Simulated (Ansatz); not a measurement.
A made-up structure of C2H2B, doublet:

```json
{"atom": "B1", "x (Å)": "-0.3077", "y (Å)": "0.3844", "z (Å)": "-0.3456"}
{"atom": "C2", "x (Å)": "0.3936", "y (Å)": "-0.6577", "z (Å)": "0.4160"}
{"atom": "C3", "x (Å)": "1.1031", "y (Å)": "-1.3235", "z (Å)": "1.2476"}
{"atom": "H4", "x (Å)": "-0.9779", "y (Å)": "0.0638", "z (Å)": "-1.2839"}
{"atom": "H5", "x (Å)": "1.2008", "y (Å)": "-1.6977", "z (Å)": "2.2345"}
```

It is relaxed with PBE-D4/def2-SVP and then PBE0-D4/def2-TZVP (Ansatz 0.2.0). Atoms count as bonded within 1.22 times the sum of their covalent radii (H–H: 0.88 Å). The end point is not checked to be a true minimum.

Question: Does its bonding change? (A judgement: the text doesn't fix the answer.)

Answer: By the calculation: No: no bond forms or breaks.

Where it ends: The first stage lowers the energy by 0.53 eV in 10 steps. It ends as C₂H₂B ([BH][C][CH]):
```csv
atom,x (Å),y (Å),z (Å)
B1,-0.4506,0.2061,-0.3590
C2,0.3059,-0.6222,0.5555
C3,0.9299,-1.2427,1.4022
H4,-0.8480,0.2125,-1.4712
H5,1.4745,-1.7844,2.1410
```

Labels in which every atom is bracketed show which atoms are joined, not bond orders.

For scale, one of the runs: PBE0-D4/def2-TZVP relaxation, 105 basis functions, launched by `ansatz run in.yaml --threads 2 --pin off --events-out ev --progress --plain --max-ram 4352MiB`. The run took about 15 s on 2 CPU threads of an Arm Neoverse V1 (shared host).
